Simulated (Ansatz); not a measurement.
# CH5Al (AlH2Me): CCSDT/STO-3G

What is the vertical singlet–triplet gap of CH5Al (AlH2Me) at CCSDT/STO-3G? 

The results are computed with Ansatz 0.2.0.

56 further runs of the same task are left out: 2 that didn't finish, 54 set aside as unsound or not needed.

## 1. The molecule

CH5Al: 7 atoms, total charge 0, spin state singlet. SMILES: `[H][Al]([H])[CH3]`. Geometry: a GFN2-xTB relaxation, a rough one for these elements and not checked as a minimum.

Bond lengths: Al1–C4 1.985 Å, Al1–H2 1.551 Å, Al1–H3 1.551 Å, C4–H5 1.097 Å, C4–H6 1.098 Å, C4–H7 1.098 Å. Angles: Al1–C4–H5 113.2°, Al1–C4–H6 112.2°, Al1–C4–H7 112.2°, H2–Al1–C4 123.8°, H3–Al1–C4 123.7°, H5–C4–H6 106.1°, H5–C4–H7 105.9°, H6–C4–H7 106.7°, H2–Al1–H3 112.5°.

## 2. A single-point energy at CCSDT/STO-3G

Input file job.yaml:

```yaml
crystal:
  periodic: [false, false, false]
  atoms:
    - symbol: Al
      position_ang: [0.532240, 0.925980, -0.002840]
    - symbol: H
      position_ang: [2.079610, 1.030730, 0.039470]
    - symbol: H
      position_ang: [-0.157080, 2.315610, -0.032820]
    - symbol: C
      position_ang: [-0.456800, -0.794540, -0.002750]
    - symbol: H
      position_ang: [-0.578610, -1.223840, -1.005100]
    - symbol: H
      position_ang: [-1.469240, -0.690290, 0.408830]
    - symbol: H
      position_ang: [0.049890, -1.563640, 0.595200]
basis:
  gaussian: {orbitals: STO-3G}
correlation: {method: ccsdt, frozen_orbitals: {Al: 5, C: 1, H: 0}}
accuracy: high
scf: {omitted_lower_state_checks: [cluster_reference, increment]}
```

Launch:

```sh
ansatz run job.yaml --threads 1 --pin off --max-ram 2610MiB --events-out events.jsonl --progress --plain --runs-dir runs
```

The program printed (excerpt; [...] marks lines left out):

```text
Warning: RAYON_NUM_THREADS=1 ignored (pool sized by the plan → 1); use --threads N
Functional definition: HF
  name "HF"
[...]
336 factors; integrals over basis functions are off by at most 1.4e-8 eV
[...]
mean field -7600.70438214 eV, -279.3207341012 hartree, gradient 7.7e-8 eV, S^2 0.000000; 0 other end points of the search recorded, 0 dependent functions left out
6 core orbitals not correlated: weight in the atoms' cores, before any rotation towards them, 0.999 or more for the frozen orbitals, at most 0.000 for the correlated occupied ones
reference -7600.70438214 eV, -279.3207341012 hartree; 6, 6 occupied and 7, 7 virtual orbitals, 336 factors
second order -2.30980377 eV of doubles, -0.00000000 eV of singles
cycle   1  -2.88019780 eV  change   -5.7e-1 eV  update   6.0e-2
[...]
cycle  19  -3.21146393 eV  change   4.1e-10 eV  update  7.4e-10
Total energy: -7603.91584607 eV, -279.4387532239 hartree
Checks for a lower state left out: cluster_reference, increment
```

It took 0.22 s on 1 thread of Arm Neoverse V2, shared host.

## 3. The triplet, same level

Input file molecule.yaml:

```yaml
crystal:
  periodic: [false, false, false]
  atoms:
    - {symbol: Al, position_ang: [0.532240, 0.925980, -0.002840]}
    - {symbol: H, position_ang: [2.079610, 1.030730, 0.039470]}
    - {symbol: H, position_ang: [-0.157080, 2.315610, -0.032820]}
    - {symbol: C, position_ang: [-0.456800, -0.794540, -0.002750]}
    - {symbol: H, position_ang: [-0.578610, -1.223840, -1.005100]}
    - {symbol: H, position_ang: [-1.469240, -0.690290, 0.408830]}
    - {symbol: H, position_ang: [0.049890, -1.563640, 0.595200]}
basis:
  gaussian:
    orbitals: STO-3G
magnetization:
  spin_polarized: true
  initial_magnetization: 2
correlation:
  method: ccsdt
  frozen_orbitals: {Al: 5, C: 1, H: 0}
accuracy: high
scf:
  omitted_lower_state_checks: [cluster_reference, increment]
```

Launch:

```sh
ansatz run molecule.yaml --threads 1 --pin off --max-ram 2610MiB --events-out events.jsonl --progress --plain --runs-dir runs
```

The program printed (excerpt; [...] marks lines left out):

```text
Warning: RAYON_NUM_THREADS=1 ignored (pool sized by the plan → 1); use --threads N
[... 2 set-up lines as earlier in the session ...]
[...]
336 factors; integrals over basis functions are off by at most 1.4e-8 eV
[...]
mean field -7592.31161884 eV, -279.0123057386 hartree, gradient 2.8e-8 eV, S^2 2.064637; 7 other end points of the search recorded, 0 dependent functions left out
6 core orbitals not correlated: weight in the atoms' cores, before any rotation towards them, 0.999 or more for the frozen orbitals, at most 0.000 for the correlated occupied ones
reference -7592.31161884 eV, -279.0123057386 hartree; 7, 5 occupied and 6, 8 virtual orbitals, 336 factors
second order -2.15553055 eV of doubles, -0.00000000 eV of singles
cycle   1  -2.77173020 eV  change   -6.2e-1 eV  update   7.5e-2
[...]
cycle  36  -3.31053385 eV  change  -3.1e-10 eV  update   1.4e-9
Total energy: -7595.62215269 eV, -279.1339656137 hartree
Checks for a lower state left out: cluster_reference, increment
```

It took 0.9 s on 1 thread of Arm Neoverse V2, shared host.

## 4. Outcome

Level: CCSDT/STO-3G, 6 core orbitals frozen.

```
                                            quantity          value
                               singlet: total energy  -279.43875 Eh
singlet: correlation energy (6 core orbitals frozen)     -118.0 mEh
                              singlet: T1 diagnostic          0.006
                               triplet: total energy  -279.13397 Eh
triplet: correlation energy (6 core orbitals frozen)     -121.7 mEh
          triplet: ⟨S²⟩ of the reference determinant          2.065
                              triplet: T1 diagnostic          0.016
    vertical energy of the triplet above the singlet       8.294 eV
```

At this shape the triplet lies 8.29 eV (800 kJ/mol) above the singlet. In a minimal basis such a difference can be off by several eV, whatever the method.
